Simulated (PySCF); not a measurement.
Numbering as in the mapped SMILES `[CH3:1][P:2]1(=[O:3])[CH2:4][CH2:5][CH2:6]1`. Each H is labelled by its parent atom.

Relativity neglected, one computed conformer, equivalent nuclei averaged, no solvent model. Geometry: GFN2-xTB; shieldings: GIAO PBE0/pcSseg-1; PySCF.

Shifts are taken against calculated references (same method and geometry level): TMS for $^{13}$C (σ = 186.93 ppm) and $^{1}$H (σ = 31.72 ppm); $^{31}$P (σ = 318.38 ppm) vs H3PO4; H2O for $^{17}$O (σ = 336.08 ppm).

```json
{"atoms": "C4/C6", "nucleus": "$^{13}$C", "count": "2", "Hirshfeld charge": "-0.12", "δ (ppm)": "41.2"}
{"atoms": "H(C1)", "nucleus": "$^{1}$H", "count": "3", "Hirshfeld charge": "0.06", "δ (ppm)": "1.31"}
{"atoms": "O3", "nucleus": "$^{17}$O", "count": "1", "Hirshfeld charge": "-0.41", "δ (ppm)": "?"}
{"atoms": "Ha(C5)", "nucleus": "$^{1}$H", "count": "1", "Hirshfeld charge": "0.04", "δ (ppm)": "1.21"}
{"atoms": "Ha(C4)/Ha(C6)", "nucleus": "$^{1}$H", "count": "2", "Hirshfeld charge": "0.04", "δ (ppm)": "2.27"}
{"atoms": "Hb(C5)", "nucleus": "$^{1}$H", "count": "1", "Hirshfeld charge": "0.04", "δ (ppm)": "?"}
{"atoms": "P2", "nucleus": "$^{31}$P", "count": "1", "Hirshfeld charge": "0.44", "δ (ppm)": "17.2"}
{"atoms": "C5", "nucleus": "$^{13}$C", "count": "1", "Hirshfeld charge": "-0.07", "δ (ppm)": "10.1"}
{"atoms": "Hb(C4)/Hb(C6)", "nucleus": "$^{1}$H", "count": "2", "Hirshfeld charge": "0.05", "δ (ppm)": "2.61"}
{"atoms": "C1", "nucleus": "$^{13}$C", "count": "1", "Hirshfeld charge": "-0.16", "δ (ppm)": "?"}
```

**Question.** Complete the table.

**Answer.** 
- C1: 18.4 ppm, methyl carbon bonded to P
- Hb(C5): 1.84 ppm, hydrogen on an sp3 CH2 in a ring
- O3: 171.3 ppm, P=O oxygen

Shifts are as computed. Against solution values, carbons near 30 ppm lie about +3 ppm off and those near 130 ppm about +5 ppm. Of 1211 compounds with measured shifts, 218 miss one by over three times the rms of a fit or turn the order of signals round; such compounds aren't used in these exercises. Experimental scales use liquid or dissolved standards, which lie at an offset from isolated H2O (liquid H2O: subtract about 36 ppm) and H3PO4.
